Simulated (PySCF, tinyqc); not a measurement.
RHF in the sto-3g basis, for CH2, spin multiplicity 1, step by step. The lowest restricted solution is unstable here: a spin-polarised one lies 0.0200 hartree lower (PySCF). One step of it, computed by the program tinyqc.

Problem. Iteration 2: building the Fock matrix. J_ij = sum D_kl (ij|kl), K_ij = sum D_kl (ik|jl); F = H + J - 0.5 K; E = tr D H + tr D J / 2 - 0.25 tr D K + E_nn.

D after iteration 1, lower triangle:
```
            1C 1s      1C 2s     1C 2px     1C 2py     1C 2pz      2H 1s     3H 1s
1C 1s    2.092807
1C 2s   -0.369431   1.502668
1C 2px   0.039721  -0.051598   1.179498
1C 2py  -0.055008   0.078346   0.519178   0.447940
1C 2pz   0.084346  -0.418208   0.562366  -0.217344   1.283664
2H 1s   -0.120584   0.398679   0.343261   0.212601  -0.012725   0.219556
3H 1s   -0.086474   0.177563  -0.271904  -0.410410   0.456144  -0.080006  0.515110
```

core Hamiltonian H = T + V (hartree), lower triangle:
```
             1C 1s      1C 2s     1C 2px     1C 2py     1C 2pz      2H 1s      3H 1s
1C 1s   -18.545237
1C 2s    -4.472740  -5.494740
1C 2px    0.000000   0.000000  -4.393579
1C 2py    0.000000   0.000000   0.000000  -4.496191
1C 2pz   -0.013247  -0.147505   0.000000   0.000000  -4.451441
2H 1s    -0.622170  -1.636109   0.000000  -1.176653  -0.911923  -3.044557
3H 1s    -0.622170  -1.636109   0.000000   1.176653  -0.911923  -0.386927  -3.044557
```

Two-electron integrals (ij|kl) in chemists' order, unique and non-zero (hartree):
```
(11|11) 3.541948    (21|11) 0.576921    (21|21) 0.111888    (22|11) 0.854682
(22|21) 0.205284    (22|22) 0.624709    (31|31) 0.020296    (32|31) 0.030858
(32|32) 0.137996    (33|11) 0.852436    (33|21) 0.205335    (33|22) 0.624568
(33|33) 0.672833    (41|41) 0.020296    (42|41) 0.030858    (42|42) 0.137996
(43|43) 0.036269    (44|11) 0.852436    (44|21) 0.205335    (44|22) 0.624568
(44|33) 0.600295    (44|44) 0.672833    (51|51) 0.020296    (52|51) 0.030858
(52|52) 0.137996    (53|53) 0.036269    (54|54) 0.036269    (55|11) 0.852436
(55|21) 0.205335    (55|22) 0.624568    (55|33) 0.600295    (55|44) 0.600295
(55|55) 0.672833    (61|11) 0.079639    (61|21) 0.015364    (61|22) 0.028186
(61|33) 0.028095    (61|41) 0.000721    (61|42) 0.001360    (61|44) 0.028276
(61|51) 0.000541    (61|52) 0.001021    (61|54) 0.000136    (61|55) 0.028197
(61|61) 0.002154    (62|11) 0.217729    (62|21) 0.053127    (62|22) 0.181430
(62|33) 0.176860    (62|41) 0.004009    (62|42) 0.029361    (62|44) 0.185511
(62|51) 0.003011    (62|52) 0.022048    (62|54) 0.006496    (62|55) 0.181738
(62|61) 0.007616    (62|62) 0.073302    (63|31) 0.005042    (63|32) 0.027660
(63|43) 0.005516    (63|53) 0.004142    (63|63) 0.008278    (64|11) 0.157300
(64|21) 0.038841    (64|22) 0.140647    (64|33) 0.133713    (64|41) 0.007546
(64|42) 0.048402    (64|44) 0.150889    (64|51) 0.001880    (64|52) 0.015576
(64|54) 0.008756    (64|55) 0.137178    (64|61) 0.005788    (64|62) 0.067331
(64|64) 0.069000    (65|11) 0.118121    (65|21) 0.029167    (65|22) 0.105616
(65|33) 0.100409    (65|41) 0.001880    (65|42) 0.015576    (65|44) 0.105022
(65|51) 0.006454    (65|52) 0.039356    (65|54) 0.008980    (65|55) 0.111295
(65|61) 0.004346    (65|62) 0.050561    (65|64) 0.045598    (65|65) 0.042519
(66|11) 0.388622    (66|21) 0.096374    (66|22) 0.376145    (66|33) 0.357272
(66|41) 0.008286    (66|42) 0.083772    (66|44) 0.393136    (66|51) 0.006222
(66|52) 0.062907    (66|54) 0.026931    (66|55) 0.377496    (66|61) 0.013941
(66|62) 0.201914    (66|64) 0.203828    (66|65) 0.153059    (66|66) 0.774606
(71|11) 0.079639    (71|21) 0.015364    (71|22) 0.028186    (71|33) 0.028095
(71|41) -0.000721   (71|42) -0.001360   (71|44) 0.028276    (71|51) 0.000541
(71|52) 0.001021    (71|54) -0.000136   (71|55) 0.028197    (71|61) 0.002098
(71|62) 0.007213    (71|64) 0.005056    (71|65) 0.004127    (71|66) 0.013066
(71|71) 0.002154    (72|11) 0.217729    (72|21) 0.053127    (72|22) 0.181430
(72|33) 0.176860    (72|41) -0.004009   (72|42) -0.029361   (72|44) 0.185511
(72|51) 0.003011    (72|52) 0.022048    (72|54) -0.006496   (72|55) 0.181738
(72|61) 0.007213    (72|62) 0.051508    (72|64) 0.034436    (72|65) 0.034647
(72|66) 0.109214    (72|71) 0.007616    (72|72) 0.073302    (73|31) 0.005042
(73|32) 0.027660    (73|43) -0.005516   (73|53) 0.004142    (73|63) 0.005427
(73|73) 0.008278    (74|11) -0.157300   (74|21) -0.038841   (74|22) -0.140647
(74|33) -0.133713   (74|41) 0.007546    (74|42) 0.048402    (74|44) -0.150889
(74|51) -0.001880   (74|52) -0.015576   (74|54) 0.008756    (74|55) -0.137178
(74|61) -0.005056   (74|62) -0.034436   (74|64) -0.018450   (74|65) -0.022783
(74|66) -0.069380   (74|71) -0.005788   (74|72) -0.067331   (74|74) 0.069000
(75|11) 0.118121    (75|21) 0.029167    (75|22) 0.105616    (75|33) 0.100409
(75|41) -0.001880   (75|42) -0.015576   (75|44) 0.105022    (75|51) 0.006454
(75|52) 0.039356    (75|54) -0.008980   (75|55) 0.111295    (75|61) 0.004127
(75|62) 0.034647    (75|64) 0.022783    (75|65) 0.028256    (75|66) 0.077516
(75|71) 0.004346    (75|72) 0.050561    (75|74) -0.045598   (75|75) 0.042519
(76|11) 0.046604    (76|21) 0.011450    (76|22) 0.041395    (76|33) 0.040102
(76|44) 0.041150    (76|51) 0.001023    (76|52) 0.008382    (76|55) 0.042886
(76|61) 0.001612    (76|62) 0.015446    (76|64) 0.012364    (76|65) 0.011688
(76|66) 0.040963    (76|71) 0.001612    (76|72) 0.015446    (76|74) -0.012364
(76|75) 0.011688    (76|76) 0.004181    (77|11) 0.388622    (77|21) 0.096374
(77|22) 0.376145    (77|33) 0.357272    (77|41) -0.008286   (77|42) -0.083772
(77|44) 0.393136    (77|51) 0.006222    (77|52) 0.062907    (77|54) -0.026931
(77|55) 0.377496    (77|61) 0.013066    (77|62) 0.109214    (77|64) 0.069380
(77|65) 0.077516    (77|66) 0.244538    (77|71) 0.013941    (77|72) 0.201914
(77|74) -0.203828   (77|75) 0.153059    (77|76) 0.040963    (77|77) 0.774606
```

nuclear repulsion = 4.94669641 hartree

Give: Coulomb J; exchange K; Fock matrix F; total energy of this density.

Solution.

Coulomb J (hartree), lower triangle:
```
          1C 1s    1C 2s   1C 2px   1C 2py  1C 2pz   2H 1s   3H 1s
1C 1s   11.5489
1C 2s    2.2290   5.1300
1C 2px  -0.0009  -0.0078   5.1078
1C 2py  -0.0029  -0.0274   0.0444   5.1163
1C 2pz  -0.0067   0.0140   0.0414  -0.0327  5.1493
2H 1s    0.3065   1.4564   0.0107   1.1097  0.8445  3.0324
3H 1s    0.3070   1.4995  -0.0043  -1.1705  0.8856  0.3376  3.2712
```

exchange K (hartree), lower triangle:
```
          1C 1s    1C 2s   1C 2px   1C 2py  1C 2pz   2H 1s   3H 1s
1C 1s    7.2009
1C 2s    1.2568   1.7118
1C 2px   0.0248  -0.0154   1.1290
1C 2py  -0.0357   0.0064   0.4161   0.9198
1C 2pz  -0.0132  -0.0887   0.3654  -0.2361  1.3290
2H 1s    0.1677   0.5931   0.2349   0.2853  0.1816  0.5646
3H 1s    0.1828   0.6333  -0.1065  -0.4661  0.4507  0.1656  0.9486
```

Fock matrix F (hartree), lower triangle:
```
           1C 1s    1C 2s   1C 2px   1C 2py   1C 2pz    2H 1s    3H 1s
1C 1s   -10.5968
1C 2s    -2.8721  -1.2207
1C 2px   -0.0133  -0.0002   0.1497
1C 2py    0.0150  -0.0306  -0.1636   0.1602
1C 2pz   -0.0133  -0.0892  -0.1413   0.0853   0.0333
2H 1s    -0.3995  -0.4762  -0.1068  -0.2095  -0.1582  -0.2944
3H 1s    -0.4066  -0.4533   0.0489   0.2392  -0.2517  -0.1322  -0.2477
```

total energy of this density = -37.896193 hartree
